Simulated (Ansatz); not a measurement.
| atom | x (Å) | y (Å) | z (Å) |
| --- | --- | --- | --- |
| C | 0.0408 | -0.0260 | -0.8667 |
| C | 0.0814 | -0.0086 | 0.7401 |
| H | -0.0447 | -0.9905 | -1.2158 |
| H | -0.9556 | 0.5473 | -1.1218 |
| H | 0.9219 | 0.6149 | -1.1935 |
| H | -0.0251 | 1.0293 | 1.1428 |
| H | -0.9597 | -0.4813 | 1.2460 |
| H | 0.9154 | -0.5032 | 1.1957 |

RHF on singlet C₂H₆ was run in several spherical basis sets with Ansatz (development build ahead of 0.2.0). Caution for RHF: stretched shape with no unrestricted run beside it, a lower state can exist.

(1) Rank the basis sets by the total energy that they give, lowest first, with the distance from the lowest.
A. def2-SVP
B. 6-31G
C. STO-3G
D. cc-pVDZ

Results:

(1) D (0.00 eV), B (1.07 eV), A (1.65 eV), C (25.59 eV).

Totals follow the description of the cores as much as that of the bonds, so this order isn't one of quality for chemistry.
